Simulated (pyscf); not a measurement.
6 gas-phase steps of one pattern: addition across a multiple bond or ene-type step on the singlet surface, Cl–H or F–H broken and Cl–Mo + H–S or Cl–W + H–S or Cl–W + H–Se or F–Mo + H–S or F–W + H–Se formed. Single points on ωB97X-D3(BJ)/def2-SVP structures (PySCF, gas phase). Electronic energies in eV, from the separated reactants; ΔE‡ and ΔE at ωB97M-D3(BJ)/def2-TZVP. Rows were drawn at random from the steps of this pattern with a verified saddle, stable references and no exit in the data more than 5 kcal/mol lower.

```
row                                                                                                                                     step     ΔE   ΔE‡
---  ---------------------------------------------------------------------------------------------------------------------------------------  -----  ----
1                     F–W(F)(=S)=S (SMILES [F][W]([F])(=[S])=[S]) + HCl (SMILES Cl) → F–W(F)(=S)(SH)–Cl (SMILES [F][W]([F])(=[S])([SH])[Cl])  -0.56  0.62
2         F–W(F)(F)(F)=Se (SMILES [F][W]([F])([F])([F])=[Se]) + HF (SMILES F) → F–W(F)(F)(F)(F)–SeH (SMILES [F][W]([F])([F])([F])([F])[SeH])  -0.04     ?
3         F–W(F)(F)(F)=S (SMILES [F][W]([F])([F])([F])=[S]) + HCl (SMILES Cl) → F–W(F)(F)(F)(SH)–Cl (SMILES [F][W]([F])([F])([F])([SH])[Cl])  +0.33  1.26
4    F–W(F)(F)(F)=Se (SMILES [F][W]([F])([F])([F])=[Se]) + HCl (SMILES Cl) -> F–W(F)(F)(F)(Cl)–SeH (SMILES [F][W]([F])([F])([F])([Cl])[SeH])  +0.34  1.28
5         F–Mo(F)(F)(F)=S (SMILES [F][Mo]([F])([F])([F])=[S]) + HF (SMILES F) → F–Mo(F)(F)(F)(F)–SH (SMILES [F][Mo]([F])([F])([F])([F])[SH])  +0.58  1.37
6     F–Mo(F)(F)(F)=S (SMILES [F][Mo]([F])([F])([F])=[S]) + HCl (SMILES Cl) → F–Mo(F)(F)(F)(SH)–Cl (SMILES [F][Mo]([F])([F])([F])([SH])[Cl])  +0.82  1.55
```

**Question.** Fit ΔE‡ = a + b·ΔE to the other rows and predict row 2.

**Answer.** Over the 5 complete rows the means are +0.30 (ΔE) and 1.22 (ΔE‡); least squares gives b = 0.67 and a = 1.01 eV, with residuals of 0.03 eV (root mean square; largest 0.04, row 4). For row 2: 1.01 + 0.67 × (-0.04) = 0.98 eV. The computed barrier is 1.04 eV, 0.06 over the line. The line follows the complete rows closely. Each barrier is that of the saddle found. Elements up to Kr have no core potential and no relativistic terms here. Elements past Kr carry the def2 core potentials, without spin-orbit coupling.
